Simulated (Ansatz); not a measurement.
# CH3NSi: the cost of one run

Method: CCSD(T) on Hartree-Fock, Gaussian basis cc-pV(Q+d)Z, in Ansatz 0.2.0.

## 1. Starting point

Bond lengths: Si1–N2 1.750 Å, N2–C3 1.170 Å, Si1–H4 1.470 Å, Si1–H5 1.470 Å, Si1–H6 1.470 Å. Angles: Si1–N2–C3 180.0°, N2–Si1–H4 107.5°, N2–Si1–H5 107.5°, N2–Si1–H6 107.5°, H4–Si1–H5 111.4°, H4–Si1–H6 111.4°, H5–Si1–H6 111.4°.

Coordinates:

```xyz
6

Si    0.0000    0.0000    0.0000
N     0.0000    0.0000    1.7500
C     0.0000    0.0000    2.9200
H     1.4020    0.0000   -0.4420
H    -0.7010    1.2141   -0.4420
H    -0.7010   -1.2141   -0.4420
```

## 2. Relaxing the atoms: CH3NSi

input.yaml

```yaml
relax:
  f_tol: 0.001
  max_steps: 200
crystal:
  periodic: [false, false, false]
  atoms:
    - { symbol: Si, position_ang: [0.0, 0.0, 0.0] }
    - { symbol: "N", position_ang: [0.0, 0.0, 1.75] }
    - { symbol: C, position_ang: [0.0, 0.0, 2.92] }
    - { symbol: H, position_ang: [1.401964, 0.0, -0.442038] }
    - { symbol: H, position_ang: [-0.700982, 1.214136, -0.442038] }
    - { symbol: H, position_ang: [-0.700982, -1.214136, -0.442038] }
basis:
  gaussian: { orbitals: "cc-pV(Q+d)Z.json" }
hamiltonian:
  xc: hf
correlation:
  method: ccsd_t
```

Started as:

```sh
$ ansatz run input.yaml --threads 8 --pin off --max-ram 10240MiB --backend cpu --events-out ev --progress --plain --runs-dir out
```

**Question.** How long does this run take on 8 threads of Arm Neoverse N1, shared host, and how much memory does it need?

About 58 min, with a peak of 6.6 GiB.
